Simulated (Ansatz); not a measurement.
**BeLiH+ (quartet): wave-function methods side by side, def2-QZVPP**

The task here is to estimate one member of a computed series from the others.

The runs use Ansatz 0.2.0, Gaussian basis; def2-QZVPP, core rule «outside noble gas», up to 2 orbitals frozen.

Plan: UHF; ROHF; CCSD(T) on UHF.

2 further runs of the same task are left out: 2 set aside as unsound or not needed.

## What is computed

The geometry is a PBE0/def2-TZVP stationary point (not a proven minimum) of the parent state, kept for this charge and spin.

3 atoms, charge 1, spin multiplicity 4.

Atoms are counted from 1 here; the program's logs count them from 0.

Bond lengths: Li1–H3 1.836 Å, Be2–H3 1.407 Å. Angles: Li1–H3–Be2 97.0°.

Set-up of the first run:

The input, in.yaml:

```yaml
crystal:
  periodic: [false, false, false]
  atoms:
    - {symbol: Li, position_ang: [0.000000, -0.047316, 1.389798]}
    - {symbol: Be, position_ang: [0.000000, -0.073663, -1.056032]}
    - {symbol: H, position_ang: [0.000000, 0.984461, -0.128421]}
basis:
  gaussian: {orbitals: "def2-QZVPP.json"}
total_charge: 1
magnetization: {spin_polarized: true, initial_magnetization: 3}
hamiltonian: {xc: hf}
output: {orbitals: {seedname: orbitals}}
```

Command:

```
> ansatz run in.yaml --threads 1 --pin off --events-out ev --progress --plain --max-ram 2393MiB
```

Steps of the session up to this table: UHF; ROHF; CCSD(T) on UHF.

One table of the session follows, with a row left open; its other results are not shown here.

| method | from UCCSD(T) (kcal/mol) |
| --- | --- |
| ROHF | +7.30 |
| UHF | +7.28 |
| UMP2 | +2.61 |
| UCCSD | ? |
| UCCSD(T) | 0 |

Estimate the missing values for UCCSD.

**Answer.** from UCCSD(T) (kcal/mol): +0.05. In the column «from UCCSD(T) (kcal/mol)» it lies between UCCSD(T) (0) and UMP2 (+2.61).
